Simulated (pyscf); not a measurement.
Addition: H₂C=C=CH₂ (SMILES C=C=C) + Br• (SMILES [Br]) -> •H₂C–C(=CH₂)–Br (SMILES [CH2]C(=C)Br)

Gas phase, doublet surface, charge 0. Bonds broken: none. Bonds formed: C2–Br8. Single points on ωB97X-D3(BJ)/def2-SVP structures (PySCF, gas phase).

Transition state (Å):

```xyz
8

C      0.3559    -0.9542    -0.3487
C      0.1075    -0.3433     0.7852
C      0.2640     0.4824     1.8438
H     -0.3269    -1.6926    -0.7721
H      1.2806    -0.7107    -0.8833
H      0.7198     0.1173     2.7697
H     -0.1791     1.4834     1.8370
Br    -2.0420    -1.1702     1.6441
```

One imaginary mode, 319i cm⁻¹; descent along it reached the two sides named, in the forms told below.

```tsv
bond	change	reactant side (Å)	saddle	product side
C2–Br8	forms	2.9	2.458	1.903
```

Electronic energies relative to the separated reactants (kJ/mol):

```
level                   barrier  reaction energy  reverse barrier
----------------------  -------  ---------------  ---------------
ωB97X-D3(BJ)/def2-TZVP    -28.3           -136.4            108.1
PBE/def2-TZVP             -48.3           -132.8             84.5
r²SCAN/def2-TZVP          -50.9           -149.6             98.6
B3LYP-D3(BJ)/def2-TZVP    -37.1           -121.9             84.8
PBE0-D3(BJ)/def2-TZVP     -40.9           -144.2            103.3
M06-2X/def2-TZVP          -12.5           -106.3             93.9
ωB97M-D3(BJ)/def2-TZVP    -16.0           -111.5             95.5
HF/def2-TZVP               23.7           -103.1            126.7
```

With ωB97M-D3(BJ)/def2-TZVP energies and thermal terms (ideal gas, 1 atm, RRHO with modes under 100 cm⁻¹ raised to 100, one conformer, R ln 2 for rigid chiral ones), in kJ/mol:

```json
[
 {"T (K)": "298", "ΔH‡": "-18.8", "ΔG‡": "10.4", "ΔH": "-112.2", "ΔG": "-78.7"},
 {"T (K)": "600", "ΔH‡": "-19.7", "ΔG‡": "40.3", "ΔH": "-111.4", "ΔG": "-44.8"},
 {"T (K)": "900", "ΔH‡": "-20.6", "ΔG‡": "70.5", "ΔH": "-109.7", "ΔG": "-11.9"},
 {"T (K)": "1200", "ΔH‡": "-21.7", "ΔG‡": "101.1", "ΔH": "-108.1", "ΔG": "+20.4"}
]
```

On the reactant side the descent ends in what is likely a three-electron adduct, which functionals tend to overbind, 37.3 kJ/mol under the separated species and 9.0 kJ/mol under the saddle at ωB97X-D3(BJ)/def2-TZVP. At ωB97X-D3(BJ), B3LYP-D3(BJ), PBE0-D3(BJ), M06-2X, ωB97M-D3(BJ) the saddle lies under the separated reactants, which points to a path from their complex (located at ωB97X-D3(BJ) alone). At PBE, r²SCAN this geometry lies under the reactants; that is no barrier but a single point on another level's saddle; such a level's own saddle, if it has one, lies nearer that side and is low. This is the saddle that the search found; another between the same sides may lie lower. Left out: orbital degeneracy and the spin-orbit lowering of Br, which is large for Br, Se, Te and I. Elements up to Kr have no core potential and no relativistic terms here.
